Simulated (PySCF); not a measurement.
**Atomic charges against the basis set**

Compound: C3H4F2.
Atom-mapped SMILES: `[F:1][C@@H:2]1[CH2:3][C@H:4]1[F:5]` (hydrogens: H6 on C2; H7, H8 on C3; H9 on C4)

PBE0 throughout (PySCF), one geometry, spherical d and f functions. Isolated species at its PBE0-D3(BJ)/def2-SVP geometry, gas phase. Atoms taken as equivalent share a column and are averaged.

Mulliken charges (e):

| basis | functions | F1/F5 | C2/C4 | C3 | H6/H9 | H7/H8 |
| --- | --- | --- | --- | --- | --- | --- |
| STO-3G | 29 | -0.095 | +0.005 | -0.202 | +0.092 | +0.099 |
| 6-31G | 53 | -0.320 | +0.116 | -0.411 | +0.197 | +0.212 |
| pcSseg-0 | 53 | -0.357 | +0.070 | -0.532 | +0.272 | +0.281 |
| 6-31G* | 78 | -0.323 | +0.161 | -0.468 | +0.185 | +0.211 |
| cc-pVDZ | 90 | -0.208 | +0.143 | -0.104 | +0.045 | +0.072 |
| def2-SVP | 90 | -0.237 | +0.153 | -0.140 | +0.066 | +0.088 |
| aug-cc-pVDZ | 151 | -0.520 | +1.029 | +0.537 | -0.386 | -0.391 |
| 6-311+G(2d,p) | 159 | -0.293 | +0.128 | -0.210 | +0.134 | +0.136 |
| def2-TZVP | 179 | -0.205 | +0.078 | -0.252 | +0.115 | +0.138 |
| cc-pVTZ | 206 | -0.201 | +0.123 | -0.257 | +0.090 | +0.117 |
| IGLO-III | 215 | -0.279 | +0.175 | -0.244 | +0.103 | +0.123 |

IAO charges (e):

```json
{"basis": "STO-3G", "functions": "29", "F1/F5": "-0.118", "C2/C4": "-0.005", "C3": "-0.315", "H6/H9": "+0.132", "H7/H8": "+0.148"}
{"basis": "6-31G", "functions": "53", "F1/F5": "-0.281", "C2/C4": "+0.110", "C3": "-0.340", "H6/H9": "+0.165", "H7/H8": "+0.176"}
{"basis": "pcSseg-0", "functions": "53", "F1/F5": "-0.269", "C2/C4": "+0.103", "C3": "-0.346", "H6/H9": "+0.164", "H7/H8": "+0.175"}
{"basis": "6-31G*", "functions": "78", "F1/F5": "-0.290", "C2/C4": "+0.142", "C3": "-0.337", "H6/H9": "+0.150", "H7/H8": "+0.166"}
{"basis": "cc-pVDZ", "functions": "90", "F1/F5": "-0.291", "C2/C4": "+0.140", "C3": "-0.339", "H6/H9": "+0.152", "H7/H8": "+0.168"}
{"basis": "def2-SVP", "functions": "90", "F1/F5": "-0.293", "C2/C4": "+0.144", "C3": "-0.329", "H6/H9": "+0.149", "H7/H8": "+0.164"}
{"basis": "aug-cc-pVDZ", "functions": "151", "F1/F5": "-0.305", "C2/C4": "+0.142", "C3": "-0.343", "H6/H9": "+0.160", "H7/H8": "+0.174"}
{"basis": "6-311+G(2d,p)", "functions": "159", "F1/F5": "-0.306", "C2/C4": "+0.141", "C3": "-0.343", "H6/H9": "+0.161", "H7/H8": "+0.174"}
{"basis": "def2-TZVP", "functions": "179", "F1/F5": "-0.305", "C2/C4": "+0.144", "C3": "-0.344", "H6/H9": "+0.159", "H7/H8": "+0.174"}
{"basis": "cc-pVTZ", "functions": "206", "F1/F5": "-0.302", "C2/C4": "+0.143", "C3": "-0.346", "H6/H9": "+0.158", "H7/H8": "+0.173"}
{"basis": "IGLO-III", "functions": "215", "F1/F5": "-0.306", "C2/C4": "+0.143", "C3": "-0.344", "H6/H9": "+0.161", "H7/H8": "+0.175"}
```

Hirshfeld charges (e):

```json
{"basis": "STO-3G", "functions": "29", "F1/F5": "-0.063", "C2/C4": "+0.042", "C3": "-0.072", "H6/H9": "+0.025", "H7/H8": "+0.032"}
{"basis": "6-31G", "functions": "53", "F1/F5": "-0.118", "C2/C4": "+0.042", "C3": "-0.093", "H6/H9": "+0.060", "H7/H8": "+0.061"}
{"basis": "pcSseg-0", "functions": "53", "F1/F5": "-0.110", "C2/C4": "+0.045", "C3": "-0.094", "H6/H9": "+0.056", "H7/H8": "+0.057"}
{"basis": "6-31G*", "functions": "78", "F1/F5": "-0.108", "C2/C4": "+0.039", "C3": "-0.095", "H6/H9": "+0.058", "H7/H8": "+0.059"}
{"basis": "cc-pVDZ", "functions": "90", "F1/F5": "-0.096", "C2/C4": "+0.033", "C3": "-0.102", "H6/H9": "+0.055", "H7/H8": "+0.059"}
{"basis": "def2-SVP", "functions": "90", "F1/F5": "-0.102", "C2/C4": "+0.037", "C3": "-0.103", "H6/H9": "+0.056", "H7/H8": "+0.060"}
{"basis": "aug-cc-pVDZ", "functions": "151", "F1/F5": "-0.107", "C2/C4": "+0.030", "C3": "-0.108", "H6/H9": "+0.064", "H7/H8": "+0.067"}
{"basis": "6-311+G(2d,p)", "functions": "159", "F1/F5": "-0.111", "C2/C4": "+0.032", "C3": "-0.103", "H6/H9": "+0.064", "H7/H8": "+0.066"}
{"basis": "def2-TZVP", "functions": "179", "F1/F5": "-0.107", "C2/C4": "+0.032", "C3": "-0.105", "H6/H9": "+0.062", "H7/H8": "+0.065"}
{"basis": "cc-pVTZ", "functions": "206", "F1/F5": "-0.103", "C2/C4": "+0.032", "C3": "-0.106", "H6/H9": "+0.060", "H7/H8": "+0.064"}
{"basis": "IGLO-III", "functions": "215", "F1/F5": "-0.107", "C2/C4": "+0.031", "C3": "-0.107", "H6/H9": "+0.063", "H7/H8": "+0.066"}
```

Q: Which scheme is steadiest as the basis changes?

A: Largest range over the bases for any column: Hirshfeld 0.05 e, IAO 0.19 e, Mulliken 1.07 e. Hirshfeld charges move least and Mulliken charges most, counted in e. Without the minimal STO-3G basis the ranges are Hirshfeld 0.02, IAO 0.04, Mulliken 1.07 e.

Q: How much do the charges still move between the two largest bases, cc-pVTZ and IGLO-III?

A: At most, over all atoms: Mulliken 0.078 e, IAO 0.004 e, Hirshfeld 0.004 e.

Q: What do the same runs give for the total energy, the frontier levels and the dipole moment?

A: 
```tsv
basis	energy (Eh)	HOMO (eV)	LUMO (eV)	μ (D)
STO-3G	-311.7526	-4.53	7.34	0.48
6-31G	-315.9461	-8.15	1.91	1.23
pcSseg-0	-315.2841	-8.37	1.56	1.17
6-31G*	-316.0196	-7.86	2.02	0.99
cc-pVDZ	-316.0447	-8.00	1.59	0.99
def2-SVP	-315.7932	-8.14	1.53	1.03
aug-cc-pVDZ	-316.0730	-8.28	0.15	1.16
6-311+G(2d,p)	-316.1312	-8.33	0.50	1.19
def2-TZVP	-316.1628	-8.25	1.14	1.11
cc-pVTZ	-316.1475	-8.19	1.19	1.07
IGLO-III	-316.1684	-8.30	0.82	1.15
```

The dipole is fixed by the density alone, so its range of 0.75 D shows that the density itself changes with the basis, not only its division among atoms.
